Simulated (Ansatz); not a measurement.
This script drives Ansatz 0.2.0 through its Python package.

`h3mgns.py`:
```python
"""Static correlation in H3MgNS: natural occupations of an active space."""

import ansatz
from ase import Atoms

atoms = Atoms(["N", "Mg", "S", "H", "H", "H"], positions=[
    (-1.3888, 0.25, -1.0606),
    (-0.1119, 0.04, 0.5093),
    (1.4147, -0.2507, 2.348),
    (-0.9551, 1.0406, -1.6957),
    (-1.4252, -0.6034, -1.6346),
    (2.5083, -0.5405, 1.4874),
])
geometry = ansatz.Crystal.molecule_from_ase(atoms)

calculation = (
    geometry.calculation()
    .basis(gaussian="6-31G*")  # atom-centred Gaussian functions
    .accuracy("medium")
    .scf(lower_state_search="light")
    .correlation(active_electrons=6, active_orbitals=7)
)
for method in ["sc_nevpt2"]:
    data = (calculation if method is None else calculation.correlation(method)).run(threads=1, pin="off").report
    space = data["configurations"]
    state = space["states"][0]
    print(method or "casscf", f"total {data['free_energy_ev'] / 27.211386246:.6f} Ha, active-space state {state['energy']['hartree']:.6f} Ha, mean field {data['reference_energy_ev'] / 27.211386246:.6f} Ha")
    print("  determinants", state["n_determinants"], " natural occupations", [round(n, 3) for n in space["natural_occupations"]])
```

It is started by `python h3mgns.py`. Estimate its wall time and peak memory on 1 thread of Arm Neoverse V2, on a shared host.

It took about 20 s, with a peak of 0.2 GiB, for 1 run of the engine.

Output of `python h3mgns.py`:
```text
RunWarning: the results are in doubt because another end's mean lies 0.546 eV lower, and its corrected mean 0.156 eV higher
sc_nevpt2 total -653.665404 Ha, active-space state -653.405384 Ha, mean field -653.336177 Ha
  determinants 1225  natural occupations [1.976, 1.972, 1.969, 0.031, 0.027, 0.021, 0.004]
```
(Warnings from the package without file and line.)

What to keep in mind:
- The settings weren't tested for convergence.
- The geometry is a force-field or estimated start, not a minimum of this method, and the basis set is short of its limit. The active space starts as a window about the frontier orbitals and is then optimised, not chosen by chemistry.
- A lower CASSCF solution was found and passed over, so the printed active-space state isn't the lowest.

(Lines on the test bed's own set-up are left out of the output.)
